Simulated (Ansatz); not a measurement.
Total energies of `O=COCF`.

Z-matrix (Å, degrees):
```
C
F 1 1.349
O 1 1.414 2 105.8
H 1 1.092 2 109.7 3 118.7
H 1 1.092 2 109.7 3 -118.7
C 3 1.334 1 115.0 2 -179.2
O 6 1.196 3 125.2 1 -0.1
H 6 1.099 3 109.4 1 179.9
```

Total charge 0; spin multiplicity 1. The geometry is a stationary point of PBE0-D4/def2-TZVP. It is one conformer, not always the lowest. Basis def2-TZVPP, the Gaussian-basis code of Ansatz.

RPA on PBE orbitals: Hartree–Fock energy of these orbitals -326.72202 Eh, correlation -1.58677 Eh (frozen core).

```csv
functional,energy without D4 (Eh),D4 term (kJ/mol)
LDA (SPW92),-326.03075,–
PBE,-328.09745,-11.0
revPBE,-328.34170,-41.3
BLYP,-328.38796,-25.2
r2SCAN,-328.28483,-2.7
B97M-V,-328.36059,–
PBE0,-328.09653,-9.0
B3LYP,-328.44602,-17.5
r2SCANh,-328.26467,-2.8
HSE06 (plane-wave form),-328.08187,-8.3
CAM-B3LYP,-328.33545,-8.9
ωB97M-V,-328.34679,–
B2PLYP,-328.22865,–
PBE-QIDH,-328.04953,–
```

Give the same for r2SCAN0, BHLYP, LC-ωPBE, ωB97X-V. (An estimate is asked.)

The calculation gave: 
```json
{"functional": "r2SCAN0", "energy without D4 (Eh)": "-328.23585", "D4 term (kJ/mol)": "-3.1"}
{"functional": "BHLYP", "energy without D4 (Eh)": "-328.28371", "D4 term (kJ/mol)": "-11.6"}
{"functional": "LC-ωPBE", "energy without D4 (Eh)": "-328.24872", "D4 term (kJ/mol)": "–"}
{"functional": "ωB97X-V", "energy without D4 (Eh)": "-328.33641", "D4 term (kJ/mol)": "–"}
```

B3LYP takes the VWN-RPA correlation (the form of Gaussian; ORCA's B3LYP/G). HSE06 is the plane-wave form, built on full-range PBE exchange. The double hybrids freeze the cores in their second-order part.

LC-ωPBE has ω = 0.4 bohr⁻¹.
